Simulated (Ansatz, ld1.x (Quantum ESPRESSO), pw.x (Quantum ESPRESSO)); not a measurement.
**What a changed setting does to a pw.x run (fcc Al)**

Potential: PAW, ld1.x (Quantum ESPRESSO) 7.5, PBE; core [Ne], reference 3s2 3p1; waves: 3s (bound): rcut 1.60, rcutus 1.95 bohr; 3s channel at 2.45 Ry: rcut 1.60, rcutus 1.95 bohr; 3p (bound): rcut 2.05, rcutus 2.65 bohr; 3p channel at 0.4 Ry: rcut 2.05, rcutus 2.65 bohr; 3d channel at 0.15 Ry: rcut 1.50, rcutus 2.00 bohr; local part: all-electron potential smoothed inside 1.85 bohr (lloc = -1); core correction: Bessel-smoothed model core, default radius (core density twice the valence density); augmentation: PSQ, inside the norm-conserving radii.

The reference run (k-mesh 14³, cutoffs 40/320 Ry, Fermi–Dirac 0.01 Ry, mixing_beta 0.4, conv_thr 1e-9, no spin) gives -0.07 GPa at 16.527 Å³/atom, where all-electron LAPW gives -0.17 GPa. This run, with its own iteration cap, changes nosym to true.

```
&control
  calculation='scf', prefix='x', pseudo_dir='./', outdir='./tmp', tstress=.true., disk_io='none'
/
&system
  ibrav=0, nat=1, ntyp=1, ecutwfc=40, ecutrho=320, nbnd=8,
  occupations='smearing', smearing='fd', degauss=0.01, nosym=.true.
/
&electrons
  conv_thr=1e-09, mixing_beta=0.4, electron_maxstep=70
/
ATOMIC_SPECIES
Al 1.0 Al.UPF
CELL_PARAMETERS angstrom
  0.00000000 2.02172157 2.02172157
  2.02172157 0.00000000 2.02172157
  2.02172157 2.02172157 0.00000000
ATOMIC_POSITIONS crystal
Al 0.0000 0.0000 0.0000
K_POINTS automatic
14 14 14 0 0 0
```

```bash
pw.x < Al.scf.in > Al.scf.out
```

How does the run end?

It converges in 5 iterations; the free energy moves by +0.0 meV/atom and the pressure by +0.00 GPa. The result is that of the reference run.

```
lattice parameter (alat)  =       5.4030  a.u.
     unit-cell volume          =     111.5297 (a.u.)^3
     number of electrons       =         3.00
     number of Kohn-Sham states=            8
     kinetic-energy cutoff     =      40.0000  Ry
     charge density cutoff     =     320.0000  Ry
     scf convergence threshold =      1.0E-09
     Exchange-correlation= SLA  PW   PBX  PBC
     number of k points=  1376  Fermi-Dirac smearing, width (Ry)=  0.0100
     iteration #  1     ecut=    40.00 Ry     beta= 0.40
     total energy              =     -39.50331797 Ry
     estimated scf accuracy    <       0.00558082 Ry
     iteration #  2     ecut=    40.00 Ry     beta= 0.40
     total energy              =     -39.50271945 Ry
     estimated scf accuracy    <       0.00186002 Ry
     iteration #  3     ecut=    40.00 Ry     beta= 0.40
     total energy              =     -39.50276044 Ry
     estimated scf accuracy    <       0.00000257 Ry
     iteration #  4     ecut=    40.00 Ry     beta= 0.40
     total energy              =     -39.50276063 Ry
     estimated scf accuracy    <       0.00000006 Ry
     iteration #  5     ecut=    40.00 Ry     beta= 0.40
     the Fermi energy is     7.8904 ev
!    total energy              =     -39.50276064 Ry
     estimated scf accuracy    <          1.2E-10 Ry
     smearing contrib. (-TS)   =      -0.00207591 Ry
     The total energy is F=E-TS. E is the sum of the following terms:
     one-electron contribution =       3.16699176 Ry
     hartree contribution      =       0.00588245 Ry
     xc contribution           =      -6.98019039 Ry
     ewald contribution        =      -5.40030859 Ry
     one-center paw contrib.   =     -30.29305995 Ry
     convergence has been achieved in   5 iterations
          total   stress  (Ry/bohr**3)                   (kbar)     P=       -0.72
     Message from routine punch:
     Nothing written, as per user request (disk_io='none')
```

The run took about 63 s on one core of a shared host (Neoverse-V1, 32 threads, 247 GiB, load 24).
